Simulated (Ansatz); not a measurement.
Basis-set series for C$_{2}$H$_{6}$FNO, SMILES `COC(N)F`. Charge 0, multiplicity 1. Geometry: relaxed with PBE0-D4/def2-TZVP. It is one conformer, not always the lowest.

```xyz
11

C    -1.6758    0.0999    0.0129
O    -0.3901    0.6784   -0.0591
C     0.6281   -0.2272   -0.1010
N     1.8286    0.4659   -0.2984
F     0.6263   -0.9578    1.1099
H    -1.8421   -0.5880   -0.8251
H    -1.8185   -0.4382    0.9531
H    -2.3907    0.9184   -0.0512
H     0.4802   -0.9956   -0.8718
H     2.6223   -0.1572   -0.2590
H     1.9317    1.2014    0.3896
```

```tsv
functional	basis	functions	energy (Eh)	HOMO (eV)	LUMO (eV)
PBE0-D4	def2-SVP	100	-309.07699	-7.60	2.16
PBE0-D4	def2-QZVPP	465	-309.45980	-7.93	0.90
ωB97M-V	def2-SVP	100	-309.28481	-10.04	3.83
ωB97M-V	def2-QZVPP	465	-309.67894	-10.38	2.02
```

Task: Give the rows for def2-TZVPP. (Estimate.)

Result: Computed: 
```
functional       basis  functions  energy (Eh)  HOMO (eV)  LUMO (eV)
   PBE0-D4  def2-TZVPP        239   -309.44268      -7.87       1.40
   ωB97M-V  def2-TZVPP        239   -309.66239     -10.32       2.78
```

Positive LUMOs are unbound and depend on the basis.
